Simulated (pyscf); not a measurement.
PySCF, gas phase, ωB97X-D3(BJ)/def2-SVP geometries.

### Question
For the elementary gas-phase step `[CH3][NH][CH3]` + `[CH3]` [doublet] → `[CH3][CH3]` + `[CH3][NH]` [doublet] (doublet surface; C–N broken, C–C formed), what barrier and reaction energy does ωB97M-D3(BJ)/def2-TZVP give, measured from the separated reactants?

### Answer
ΔE‡ = 1.96 eV, ΔE = -0.45 eV. Zero-point energy shifts the barrier by +0.07 eV. It is a substitution at C, with an imaginary mode of 1329i cm⁻¹. From the product side, H₂C=NH + H• + H₃C–CH₃ lies, by one bond made or cut, 0.85 eV under this saddle at ωB97M-D3(BJ). H₃C–NH–CH₃ lies 0.34 eV over its isomer H₃C–CH₂–NH₂, and others may lie lower still (electronic energy, ωB97M-D3(BJ)). H₃C–NH• lies 0.32 eV over its isomer •H₂C–NH₂, and others may lie lower still (electronic energy, ωB97M-D3(BJ)). One saddle was located; it need not be the lowest between these sides. The angle at the attacked C is 178°.
